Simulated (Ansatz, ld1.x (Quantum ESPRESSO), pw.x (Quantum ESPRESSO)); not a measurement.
# pw.x on sc Se: one setting changed

Potential: PAW, ld1.x (Quantum ESPRESSO) 7.5, LDA (PW92); core [Ar] 3d10, reference 4s2 4p4; waves: 4s (bound): rcut 1.45, rcutus 2.10 bohr; 4s channel at 3.4 Ry: rcut 1.45, rcutus 2.10 bohr; 4p (bound): rcut 1.50, rcutus 1.70 bohr; 4p channel at 0.05 Ry: rcut 1.50, rcutus 1.70 bohr; 4d channel at 0.35 Ry: rcut 1.45, rcutus 1.70 bohr; local part: all-electron potential smoothed inside 1.50 bohr (lloc = -2); core correction: none; augmentation: PSQ, inside the norm-conserving radii.

The reference run (k-mesh 12³, cutoffs 40/320 Ry, Fermi–Dirac 0.01 Ry, mixing_beta 0.4, conv_thr 1e-9, no spin) gives -0.80 GPa at 21.385 Å³/atom, where all-electron LAPW gives -0.42 GPa. This run, with its own iteration cap, changes mixing_beta to 0.2.

```
&control
  calculation='scf', prefix='x', pseudo_dir='./', outdir='./tmp', tstress=.true., disk_io='none'
/
&system
  ibrav=0, nat=1, ntyp=1, ecutwfc=40, ecutrho=320, nbnd=10,
  occupations='smearing', smearing='fd', degauss=0.01
/
&electrons
  conv_thr=1e-09, mixing_beta=0.2, electron_maxstep=50
/
ATOMIC_SPECIES
Se 1.0 Se.UPF
CELL_PARAMETERS angstrom
  2.77568227 0.00000000 0.00000000
  0.00000000 2.77568227 0.00000000
  0.00000000 0.00000000 2.77568227
ATOMIC_POSITIONS crystal
Se 0.0000 0.0000 0.0000
K_POINTS automatic
12 12 12 0 0 0
```

```bash
pw.x < Se.scf.in > Se.scf.out
```

**Question.** How does the run end?

**Answer.** It converges in 7 iterations; the free energy moves by +0.0 meV/atom and the pressure by +0.00 GPa. The result is that of the reference run.

```
Message from routine setup:
     using ibrav=0 with symmetry is DISCOURAGED, use correct ibrav instead
     lattice parameter (alat)  =       5.2453  a.u.
     unit-cell volume          =     144.3131 (a.u.)^3
     number of electrons       =         6.00
     number of Kohn-Sham states=           10
     kinetic-energy cutoff     =      40.0000  Ry
     charge density cutoff     =     320.0000  Ry
     scf convergence threshold =      1.0E-09
     Exchange-correlation= SLA  PW   NOGX NOGC
     number of k points=    84  Fermi-Dirac smearing, width (Ry)=  0.0100
     iteration #  1     ecut=    40.00 Ry     beta= 0.20
     total energy              =    -182.89223929 Ry
     estimated scf accuracy    <       0.00132705 Ry
     iteration #  2     ecut=    40.00 Ry     beta= 0.20
     total energy              =    -182.89210399 Ry
     estimated scf accuracy    <       0.00084629 Ry
     iteration #  3     ecut=    40.00 Ry     beta= 0.20
     total energy              =    -182.89211126 Ry
     estimated scf accuracy    <       0.00000062 Ry
     iteration #  4     ecut=    40.00 Ry     beta= 0.20
     total energy              =    -182.89211153 Ry
     estimated scf accuracy    <       0.00000006 Ry
     iteration #  5     ecut=    40.00 Ry     beta= 0.20
     total energy              =    -182.89211150 Ry
     estimated scf accuracy    <       0.00000001 Ry
     iteration #  6     ecut=    40.00 Ry     beta= 0.20
     total energy              =    -182.89211150 Ry
     estimated scf accuracy    <          1.1E-09 Ry
     iteration #  7     ecut=    40.00 Ry     beta= 0.20
     the Fermi energy is     7.7739 ev
!    total energy              =    -182.89211149 Ry
     estimated scf accuracy    <          9.7E-10 Ry
     smearing contrib. (-TS)   =      -0.00226210 Ry
     The total energy is F=E-TS. E is the sum of the following terms:
     one-electron contribution =       4.83627444 Ry
     hartree contribution      =       1.19494677 Ry
     xc contribution           =      -4.07063341 Ry
     ewald contribution        =     -19.47326414 Ry
     one-center paw contrib.   =    -165.37717306 Ry
     convergence has been achieved in   7 iterations
          total   stress  (Ry/bohr**3)                   (kbar)     P=       -7.92
     Message from routine punch:
     Nothing written, as per user request (disk_io='none')
```

The run took about 5.5 s on one core of a shared host (Neoverse-V2, 96 threads, 371 GiB, load 42).
